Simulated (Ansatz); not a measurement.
# Al2 (triplet): B97M-V, PBE0 over a scan of the distance Al1–Al2, cc-pVTZ

How well do these functionals follow the top wave-function level for Al2 (triplet) over a scan of the distance Al1–Al2?

The runs use Ansatz 0.2.0, Gaussian basis; cc-pVTZ, all electrons in the functionals.

The runs, in order: B97M-V, PBE0, at 2.004 Å; 2.179 Å; 2.479 Å; 2.719 Å; 3.047 Å; 3.488 Å; 4.007 Å; 4.695 Å; 5.462 Å; 6.718 Å; 8.404 Å.

### Step 1. The system

The geometry derives from a PBE0/def2-TZVP stationary point (not a proven minimum). One bond is set to the value named and the two fragments are kept rigid.

2 atoms, charge 0, spin multiplicity 3.

Atoms are counted from 1 here; the program's logs count them from 0.

Bond lengths: Al1–Al2 2.479 Å.

Geometry (Å):

```xyz
2
Al2
Al    0.0000    0.0000    0.0000
Al    0.0000    0.0000    2.4788
```

No dispersion term is added; B97M-V holds VV10 nonlocal correlation.

The geometry shown and the zero of energy belong to the point 2.479 Å. The yardstick, FCI, and other wave-function levels (R restricted, U unrestricted, valence and pair active spaces) come from earlier runs.

### Step 2. B97M-V, 2.004 Å

Input file in.yaml:

```yaml
crystal:
  periodic: [false, false, false]
  atoms:
    - {symbol: Al, position_ang: [0.000000, 0.000000, 0.000000]}
    - {symbol: Al, position_ang: [0.000000, 0.000000, 2.004000]}
basis:
  gaussian: {orbitals: cc-pVTZ}
magnetization: {spin_polarized: true, initial_magnetization: 2}
hamiltonian: {xc: {name: B97M-V}}
```

Run with:

```
> ansatz run in.yaml --threads 1 --pin off --events-out ev --progress --plain --max-ram 4096MiB --backend cpu
```

Further steps of the session: B97M-V, 2.179 Å; B97M-V, 2.479 Å; B97M-V, 2.719 Å; B97M-V, 3.047 Å; B97M-V, 3.488 Å; B97M-V, 4.007 Å; B97M-V, 4.695 Å; B97M-V, 5.462 Å; B97M-V, 6.718 Å; B97M-V, 8.404 Å; PBE0, 2.004 Å; PBE0, 2.179 Å; PBE0, 2.479 Å; PBE0, 2.719 Å; PBE0, 3.047 Å; PBE0, 3.488 Å; PBE0, 4.007 Å; PBE0, 4.695 Å; PBE0, 5.462 Å; PBE0, 6.718 Å; PBE0, 8.404 Å.

**Question.** What will the summary of the whole plan be? Wanted: span of the FCI curve; largest miss, B97M-V; largest miss, PBE0.

**Answer**, as computed:

| quantity | value |
| --- | --- |
| span of the FCI curve | 1.405 eV |
| largest miss, B97M-V | +0.348 eV (8.404 Å) |
| largest miss, PBE0 | +0.138 eV (5.462 Å) |

Of the functionals, PBE0 keep the smallest largest miss at the points compared (at most 0.138 eV) and B97M-V strays most (0.348 eV, at 8.404 Å). Functionals and the yardstick converge differently with the basis, so part of each miss in cc-pVTZ is the basis.
